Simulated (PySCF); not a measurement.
Species: C5H6Cl (charge +1).
Numbering: `[Cl:1][C@H:2]1[CH+:3][CH:4]=[CH:5][CH2:6]1` (hydrogens: H7 on C2; H8 on C3; H9 on C4; H10 on C5; H11, H12 on C6)

The geometry is computed with GFN2-xTB (gas phase).

(1) List the bond lengths, angles and torsions at this level.

Results:

(1) 
| bond | length (Å) | order |
| --- | --- | --- |
| Cl1–C2 | 1.833 | single |
| C2–C3 | 1.479 | single |
| C3–C4 | 1.441 | single |
| C4=C5 | 1.345 | double |
| C5–C6 | 1.491 | single |
| C2–C6 | 1.506 | single |
| C2–H7 | 1.083 | single |
| C3–H8 | 1.080 | single |
| C4–H9 | 1.074 | single |
| C5–H10 | 1.076 | single |
| C6–H11 | 1.092 | single |
| C6–H12 | 1.095 | single |

Orders are formal, as drawn. A selection of angles:
| angle | degrees |
| --- | --- |
| Cl1–C2–C3 | 71.6 |
| Cl1–C2–C6 | 113.7 |
| Cl1–C2–H7 | 110.8 |
| C3–C2–C6 | 106.4 |
| C3–C2–H7 | 123.9 |
| C6–C2–H7 | 120.6 |
| C2–C3–C4 | 108.0 |
| C2–C3–H8 | 125.3 |
| C4–C3–H8 | 124.0 |
| C3–C4–C5 | 109.8 |
| C3–C4–H9 | 123.4 |
| C5–C4–H9 | 126.9 |
| C4–C5–C6 | 112.0 |
| C4–C5–H10 | 125.9 |
| C6–C5–H10 | 122.1 |
| C5–C6–H11 | 112.4 |
| C5–C6–H12 | 110.7 |
| C2–C6–C5 | 103.7 |
| C2–C6–H11 | 114.4 |
| C2–C6–H12 | 109.6 |
| H11–C6–H12 | 106.0 |

Torsions: Cl1–C2–C3–C4 106° (anticlinal); C2–C3–C4–C5 2° (synperiplanar); C3–C4–C5–C6 1° (synperiplanar); C4–C5–C6–C2 -3° (synperiplanar); Cl1–C2–C6–C5 -72° (synclinal).

The C–C distances run from 1.345 Å (C4=C5, drawn double in one of several resonance forms) to 1.506 Å (C2–C6, drawn single), a spread of 0.161 Å. The 5-membered ring C2–C3–C4–C5–C6 has internal angles of 103.7° to 112.0° (sum 540°, against 540° for a flat polygon); it is almost planar, 0.02 Å rms from its mean plane, widest ring torsion 4°. C3 (carbon bonded to 2 C and H) is almost planar (angles 125.3°, 124.0° and 108.0°, sum 357.2°, 0.12 Å off the plane of its three neighbours). C5 (carbon bonded to 2 C and H) is planar (angles 125.9°, 122.1° and 112.0°, sum 360.0°, 0.01 Å off the plane of its three neighbours). C4 (carbon bonded to 2 C and H) is planar (angles 126.9°, 123.4° and 109.8°, sum 360.0°, 0.00 Å off the plane of its three neighbours).

No frequency check.
